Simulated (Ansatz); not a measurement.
```yaml
crystal:
  periodic: [true, true, true]
  atoms:
    - {symbol: C, position_ang: [-0.957635, 1.224264, 0.163017]}
    - {symbol: C, position_ang: [0.386338, 0.523726, 0.175749]}
    - {symbol: C, position_ang: [0.309879, -0.955976, -0.096229]}
    - {symbol: O, position_ang: [1.566520, -1.500433, 0.040151]}
    - {symbol: Cl, position_ang: [-0.334222, -1.261253, -1.778638]}
    - {symbol: H, position_ang: [-0.840495, 2.278691, 0.418623]}
    - {symbol: H, position_ang: [-1.425451, 1.164046, -0.820793]}
    - {symbol: H, position_ang: [-1.644150, 0.781438, 0.889874]}
    - {symbol: H, position_ang: [0.860462, 0.623719, 1.157943]}
    - {symbol: H, position_ang: [1.070183, 0.964982, -0.554101]}
    - {symbol: H, position_ang: [-0.430417, -1.448337, 0.542031]}
    - {symbol: H, position_ang: [1.515989, -2.450166, -0.103625]}
basis:
  gaussian: {orbitals: cc-pVTZ-DK, final_grid: {core_spheres: 20, valence_spheres: 16, degree: 47}}
hamiltonian: {xc: {name: BHLYP}, dispersion: d3bj}
output: {forces: true}
```

```sh
$ ansatz run in.yaml --threads 4 --pin off --events-out ev --progress --plain --max-ram 10444MiB
```

(1) How does Ansatz answer? (An estimate is asked.)

## Answers

(1) Computed: The input was rejected before any iteration.
```
Error: YAML parse error: error: line 2 column 3: crystal: missing field `lattice` (a structure is typed as `lattice` and `atoms`, a molecule's as `atoms` in Å alone, or read from a run's directory, `checkpoint`)
 --> <input>:2:3
1 | crystal:
2 |   periodic: [true, true, true]
3 |   atoms:
4 |     - {symbol: C, position_ang: [-0.957635, 1.224264, 0.163017]}
```
